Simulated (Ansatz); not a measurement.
C3H6FNO, SMILES `C=NC(F)OC` at its PBE0-D4/def2-TZVP geometry, where that method's forces vanish. Charge 0, multiplicity 1.

| atom | x (Å) | y (Å) | z (Å) |
| --- | --- | --- | --- |
| C1 | 1.3309 | 1.3691 | 1.1190 |
| N2 | 0.3275 | 0.6938 | 0.7722 |
| C3 | 0.5112 | -0.5162 | 0.0351 |
| F4 | 1.8075 | -0.7409 | -0.3357 |
| O5 | -0.2057 | -0.4882 | -1.1372 |
| C6 | -1.6022 | -0.5648 | -0.9487 |
| H7 | 1.1695 | 2.2933 | 1.6723 |
| H8 | 2.3604 | 1.0811 | 0.8938 |
| H9 | 0.2037 | -1.3561 | 0.6782 |
| H10 | -2.0468 | -0.5913 | -1.9421 |
| H11 | -1.9798 | 0.3004 | -0.3980 |
| H12 | -1.8760 | -1.4805 | -0.4088 |

Question: For each bond, give half the difference of the two atoms' forces along it (eV/Å; positive pushes the atoms apart) under PBE-D4, r2SCAN-D4, B3LYP-D4, ωB97M-V in def2-TZVPP. (Estimate.)

Answer: Computed: 
```json
{"bond": "C1–N2", "length (Å)": "1.258", "PBE-D4": "0.63", "r2SCAN-D4": "0.28", "B3LYP-D4": "0.12", "ωB97M-V": "0.06"}
{"bond": "C1–H7", "length (Å)": "1.089", "PBE-D4": "-0.04", "r2SCAN-D4": "-0.08", "B3LYP-D4": "-0.12", "ωB97M-V": "-0.09"}
{"bond": "C1–H8", "length (Å)": "1.093", "PBE-D4": "-0.01", "r2SCAN-D4": "-0.07", "B3LYP-D4": "-0.08", "ωB97M-V": "-0.11"}
{"bond": "N2–C3", "length (Å)": "1.429", "PBE-D4": "-0.11", "r2SCAN-D4": "-0.03", "B3LYP-D4": "0.07", "ωB97M-V": "0.18"}
{"bond": "C3–F4", "length (Å)": "1.367", "PBE-D4": "0.56", "r2SCAN-D4": "0.30", "B3LYP-D4": "0.34", "ωB97M-V": "0.17"}
{"bond": "C3–O5", "length (Å)": "1.374", "PBE-D4": "0.34", "r2SCAN-D4": "0.19", "B3LYP-D4": "0.14", "ωB97M-V": "0.08"}
{"bond": "C3–H9", "length (Å)": "1.102", "PBE-D4": "0.02", "r2SCAN-D4": "-0.13", "B3LYP-D4": "-0.21", "ωB97M-V": "-0.24"}
{"bond": "O5–C6", "length (Å)": "1.411", "PBE-D4": "0.24", "r2SCAN-D4": "0.28", "B3LYP-D4": "0.26", "ωB97M-V": "0.24"}
{"bond": "C6–H10", "length (Å)": "1.089", "PBE-D4": "0.07", "r2SCAN-D4": "-0.07", "B3LYP-D4": "-0.13", "ωB97M-V": "-0.10"}
{"bond": "C6–H11", "length (Å)": "1.093", "PBE-D4": "0.08", "r2SCAN-D4": "-0.07", "B3LYP-D4": "-0.09", "ωB97M-V": "-0.11"}
{"bond": "C6–H12", "length (Å)": "1.098", "PBE-D4": "0.09", "r2SCAN-D4": "-0.05", "B3LYP-D4": "-0.07", "ωB97M-V": "-0.10"}
```

B3LYP here is the variant with VWN-RPA as its local correlation; programs differ in this.
